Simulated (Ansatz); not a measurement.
# [Cl···H···H], doublet in cc-pVDZ: errors against full CI

Geometry: a point of a hydrogen-transfer path between rigid fragments, not a stationary point.

```xyz
3

Cl    0.0000    0.0000   -1.4957
H     0.0000    0.0000    0.3753
H     0.0000    0.0000    1.1203
```

Basis cc-pVDZ; Ansatz 0.2.0. Correlated methods freeze the noble-gas cores, which leaves 9 electrons in 23 orbitals. R marks a restricted (for open shells ROHF) determinant, U an unrestricted one. Active spaces: pair = (3e, 3o) about the gap; valence = (9e, 6o) chosen from the atoms' valence shells.

Full CI is exact within this basis and frozen core; it isn't the basis-set limit. The frozen core follows each run's orbitals, which can shift R against U totals by a few meV.

For open shells CISD and CISDTQ are restricted-active-space CI with the open shells as a complete middle space.

- UHF ⟨S²⟩: 0.763
- T1 diagnostic (RCCSD): 0.0168
- largest doubles amplitude (RCCSD): 0.040
- T1 diagnostic (UCCSD): 0.0094

```csv
level,E − E(full CI) (meV),share of correlation (%),wall time
RHF,4737,0.00,–
UHF,4598,2.93,–
RMP2,714,84.93,–
UMP2,727,84.66,–
CISD,277,94.16,0.64 s
RCCSD,62,98.70,–
UCCSD,59,98.75,–
RCCSD(T),13,99.73,1 s
UCCSD(T),12,99.74,0.79 s
BCCD(T),13,99.73,1.1 s
RCCSDT,5,99.89,–
UCCSDT,5,99.90,–
CISDTQ,7,99.85,6.5 s (H100)
RCCSDT(Q),0,99.99,4.7 s
UCCSDT(Q),0,100.00,4 s
RCCSDTQ,0,100.00,16 s (H100)
UCCSDTQ,0,100.01,18 s (H100)
CASSCF (pair space),4221,10.88,–
NEVPT2 (pair space),650,86.27,0.52 s
CASSCF (valence space),4198,11.38,–
NEVPT2 (valence space),1033,78.20,0.39 s
MRCISD (valence space),222,95.30,–
MRCISD+Q (valence space),-6,100.12,0.7 s
```

The correlation energy at full CI, counted from RHF, is -4.737 eV. That run took 5.2 min on 2 threads of AMD EPYC 7R13 with a shared H100 80 GB, shared host over 74,488,220 determinants.

Times hold each run's SCF and search for its determinant on a shared host, so for small cases they say little of a method's own cost; rows without a card ran on 1 thread of AMD EPYC 7R13.

More than 5 meV below full CI, which no variational method can be: MRCISD+Q (valence space).

The full-CI state has the irrep A1 of C2v, in the program's axes (one component, if the state is degenerate).

Natural occupations of full CI about the gap: 1.977 1.965 1.965 1.962 0.997 0.024 0.014 0.014 0.013 0.013; effectively unpaired electrons, Σ n²(2−n)², 1.02.
